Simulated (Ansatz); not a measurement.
We consider corundum (α-Al2O3), described by LDA (Ansatz, an electronic-structure program, plane waves, PAW).

Run with plane-wave cutoff 520 eV, 6×6×6 k mesh, perturbation theory, scalar-relativistic PAW data made under PBE.

Cell (relaxed at this level):

```cif
data_Al12O18
_chemical_formula_sum 'Al12 O18'
_space_group_name_H-M_alt 'R-3c :H'
_space_group_IT_number 167
_space_group_name_Hall '-R 3 2"c'
_cell_length_a 4.72948
_cell_length_b 4.72948
_cell_length_c 12.89085
_cell_angle_alpha 90.000
_cell_angle_beta 90.000
_cell_angle_gamma 120.000
loop_
_atom_site_label
_atom_site_type_symbol
_atom_site_symmetry_multiplicity
_atom_site_Wyckoff_symbol
_atom_site_fract_x
_atom_site_fract_y
_atom_site_fract_z
_atom_site_occupancy
Al1 Al 12 c 0.00000 0.00000 0.14798 1
O1 O 18 e 0.30585 0.30585 0.25000 1
```
(The calculation used a cell of 10 atoms; values per cell refer to that cell.)

Problem. Predict the electronic dielectric constant ε∞ (mean over three axes) and dielectric constant ε0 (ions relaxed) (mean over three axes).

Solution. 
- electronic dielectric constant ε∞ (mean over three axes): 3.23
- dielectric constant ε0 (ions relaxed) (mean over three axes): 10.0

Measured, for comparison: high-frequency dielectric constant 3.1 (temperature not stated, no zero-point or thermal correction, mean; as tabulated in Skone et al. (2014), arXiv:1501.03184); static dielectric constant 10.1 (temperature not stated, no zero-point or thermal correction, mean of the two values across and the one along c; as tabulated in Stokey et al. (2021), arXiv:2108.12058). Computed (rounded) less measured: high-frequency dielectric constant +4 %, static dielectric constant -1.0 %.

Cost on a shared machine: around 23 core-minutes (rough).
